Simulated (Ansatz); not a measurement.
**HfZn: from a trial structure to a relaxed crystal**

Theory: Ansatz, DFT r2SCAN, scalar-relativistic, plane waves, PAW. Cutoff 500 eV, Γ-centred k mesh, Gaussian smearing, no spin polarisation in the final step.

A relaxed cell is given with its space group left out.

```
CELL_PARAMETERS angstrom
0.00000 3.32721 3.32721
3.32721 0.00000 3.32721
3.32721 3.32721 0.00000
ATOMIC_POSITIONS crystal
Hf 0.00000 0.00000 0.00000
Hf 0.25000 0.25000 0.25000
Zn 0.50000 0.50000 0.50000
Zn 0.75000 0.75000 0.75000
```

Energies over the elements count from the elements' standard structures at the same level, with no empirical corrections.

Question: What space group does it have?

Answer: Fd-3m (No. 227). Conventional cell: a = 6.654 Å. Hf has 4 Zn at 2.88 Å, 4 Hf at 2.88 Å and 6 Zn at 3.33 Å; Zn has 4 Zn at 2.88 Å, 4 Hf at 2.88 Å and 6 Hf at 3.33 Å.

Question: How far does it lie from the elements in energy?

Answer: 0.39 eV/atom.

Question: Is it a metal?

Answer: Yes, bands cross the Fermi level on the 12×12×12 mesh.

The final run used a 12×12×12 mesh on its 4-atom cell and 0.10 eV smearing. The k mesh leaves about 4 meV/atom of noise in metals. Spin–orbit coupling is left out. The cell came from a trial start, so HfZn may not exist in this structure.

Cost: 2 runs of about 1.1 core-minutes in all, on Intel Xeon 6975P-C (Granite Rapids) (shared hosts).